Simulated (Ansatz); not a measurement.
Coupled-cluster diagnostics for the cluster P₂S₄⁺, Ansatz.

Geometry of the doublet (PBE0-D4/def2-SVP):

```xyz
6

P     1.941   -0.031   -0.882
P    -1.453   -0.900   -0.101
S     1.849    0.577    0.958
S    -1.749    1.220   -0.180
S     0.285   -1.282   -1.305
S    -0.873    0.416    1.510
```

Correlated methods freeze 30 core orbitals. Another isomer (doublet) lies 0.86 eV lower at PBE0-D4/def2-TZVP; other spin states weren't run for this one.

Task: Estimate the CCSD(T) correlation energy, the shares of MP2 and (T), T1 and the reference's ⟨S²⟩ for: charge 1, doublet, own geometry in def2-SVP; and the rough time on 4 threads of Arm Neoverse V1 on a shared host.

Result: 
```csv
state,basis,correlation (eV),MP2 share (%),(T) share (%),T1,⟨S²⟩ (pure),wall time,remarks
"charge 1, doublet, own geometry",def2-SVP,-22.517,87.7,5.2,0.034,0.87 (0.75),17 s,spin-contaminated
```
Customary marks for T1 are 0.02 (closed shells), 0.045 (open shells) and about 0.05 (3d metals). T1 exceeds 0.02 in 1 of 1 rows and 0.045 in 0; the higher it lies, the less the single-reference result can be trusted.
